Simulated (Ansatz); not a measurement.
# CH4Si: taking an electron away

The task here is to estimate one member of a computed series from the others.

Method: unrestricted cation, the program's frozen cores in correlated methods; program: Ansatz 0.2.0, Gaussian basis.

Levels to be run: UKS PBE-D4/def2-TZVPP; UKS r2SCAN-D4/def2-TZVPP; UKS PBE0-D4/def2-TZVPP; UKS B3LYP-D4/def2-TZVPP; UKS wB97X-V/def2-TZVPP; UKS wB97M-V/def2-TZVPP; UKS B2PLYP/def2-TZVPP; UHF-CCSD(T)/def2-TZVPP; UHF-CCSD(T)/def2-QZVPP; extrapolation to the limit; then −ε(HOMO) from the neutral's earlier runs with LDA (SPW92), PBE-D4, revPBE-D4, BLYP-D4, r2SCAN-D4, B97M-V, PBE0-D4, B3LYP-D4, r2SCANh-D4, r2SCAN0-D4, HSE06-D4, BHLYP-D4, CAM-B3LYP-D4, LC-ωPBE, ωB97X-V, ωB97M-V.

### The relaxed structure

An earlier PBE0-D4 in a triple-zeta def2 set relaxation fixed the geometry.

6 atoms, charge 0, spin multiplicity 1.

Atoms are counted from 1 here; the program's logs count them from 0.

Bond lengths: C1–Si2 1.699 Å, C1–H3 1.084 Å, C1–H4 1.084 Å, Si2–H5 1.478 Å, Si2–H6 1.478 Å. Angles: Si2–C1–H3 122.1°, Si2–C1–H4 122.2°, H3–C1–H4 115.7°, C1–Si2–H5 122.7°, C1–Si2–H6 122.7°, H5–Si2–H6 114.7°.

The first run:

The input, in.yaml:

```yaml
crystal:
  periodic: [false, false, false]
  atoms:
    - {symbol: C, position_ang: [-0.712900, -0.527688, -0.255346]}
    - {symbol: Si, position_ang: [0.599114, 0.443473, 0.214584]}
    - {symbol: H, position_ang: [-1.384763, -0.977839, 0.466164]}
    - {symbol: H, position_ang: [-0.931969, -0.736985, -1.295938]}
    - {symbol: H, position_ang: [0.909212, 0.734745, 1.630241]}
    - {symbol: H, position_ang: [1.521305, 1.064293, -0.759705]}
basis:
  gaussian: {orbitals: def2-TZVPP}
total_charge: 1
magnetization: {spin_polarized: true, initial_magnetization: 1}
hamiltonian: {xc: pbe, dispersion: d4}
```

Launch:

```console
$ ansatz run in.yaml --threads 2 --pin off --events-out ev --progress --plain --max-ram 32768MiB --backend cpu
```

Steps of the session up to this table: Cation, UKS PBE-D4/def2-TZVPP; Cation, UKS r2SCAN-D4/def2-TZVPP; Cation, UKS PBE0-D4/def2-TZVPP; Cation, UKS B3LYP-D4/def2-TZVPP; Cation, UKS wB97X-V/def2-TZVPP; Cation, UKS wB97M-V/def2-TZVPP; Cation, UKS B2PLYP (frozen core)/def2-TZVPP; Cation, UHF-CCSD(T)/def2-TZVPP; Cation, UHF-CCSD(T)/def2-QZVPP.

One table of the session follows, with a row left open; its other results are not shown here.

It belongs to the step «Ionisation energies side by side». Orbital estimates, from the neutral's runs:

```
  functional  −ε(HOMO) (eV)
 LDA (SPW92)           5.83
      PBE-D4              ?
   revPBE-D4           5.62
     BLYP-D4           5.49
   r2SCAN-D4           5.85
      B97M-V           5.83
     PBE0-D4           6.62
    B3LYP-D4           6.41
  r2SCANh-D4           6.21
  r2SCAN0-D4           6.75
    HSE06-D4           6.23
    BHLYP-D4           7.39
CAM-B3LYP-D4           7.84
     LC-ωPBE           9.16
     ωB97X-V           8.81
     ωB97M-V           8.71
```

Q: Estimate the row for PBE-D4 from the others.

**Answer.** −ε(HOMO) (eV): 5.68. In the column «−ε(HOMO) (eV)» it lies between revPBE-D4 (5.62) and LDA (SPW92) (5.83).
